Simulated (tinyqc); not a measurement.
Ways to converge the cycle: SCF convergence aids in the sto-6g basis, for BH3, spin multiplicity 1. Computed by the program tinyqc with PySCF. Command: `OMP_NUM_THREADS=1 python tinyqc.py 111603 111604 out.jsonl`; one thread of a shared host (Intel(R) Xeon(R) Processor @ 2.60GHz), about 1 s.

Geometry (angstrom):
```
atom        x        y       z
B      0.0000   0.0000  0.0260
H      1.4510   0.0000  0.0000
H     -0.7250   1.2560  0.0000
H     -0.7250  -1.2560  0.0000
```

lowest restricted solution found by these runs and by PySCF = -26.212297 hartree

RHF with one setting changed at a time; a run stops when the energy changes by less than 1e-09 hartree and the error matrix is below 1e-5. The start is the core Hamiltonian. Damping d keeps d of the old density; a shift (hartree) raises the virtual levels; DIIS n extrapolates F over n matrices.

Largest element of the error matrix X^T (FDS - SDF) X:
```
iteration    plain  damping 0.3  damping 0.6  shift 0.4   DIIS 3   DIIS 8
1          6.1e-01      6.1e-01      6.1e-01    6.1e-01  6.1e-01  6.1e-01
2          2.3e-01      9.5e-02      3.6e-01    2.1e-01  2.3e-01  2.3e-01
3          3.6e-02      3.4e-02      2.0e-01    4.1e-02  3.4e-02  3.4e-02
4          5.5e-03      1.4e-02      1.0e-01    9.0e-03  1.2e-03  1.2e-03
5          8.3e-04      5.3e-03      5.3e-02    2.4e-03  1.6e-04  2.8e-04
6          1.3e-04      1.9e-03      2.6e-02    8.4e-04  3.8e-06  1.6e-05
8          3.0e-06      2.3e-04      8.3e-03    2.2e-04        -        -
10               -      3.8e-05      3.9e-03    5.9e-05        -        -
14               -      2.9e-06      7.1e-04          -        -        -
20               -      5.7e-08      4.6e-05          -        -        -
30               -            -      1.5e-06          -        -        -
```

How each run ends:
```
run          iterations  E (hartree)         state
plain                 8    -26.21230  lowest found
damping 0.3          20    -26.21230  lowest found
damping 0.6          43    -26.21230  lowest found
shift 0.4            13    -26.21230  lowest found
DIIS 3                7    -26.21230  lowest found
DIIS 8                7    -26.21230  lowest found
```

6 of 6 runs reach the lowest restricted solution found, in 7 to 43 iterations (fastest: DIIS 3, DIIS 8). Plain steps already contract here, so damping only slows them. DIIS 3 and DIIS 8 gain by cancelling the error over several earlier matrices, much as a quasi-Newton step does.
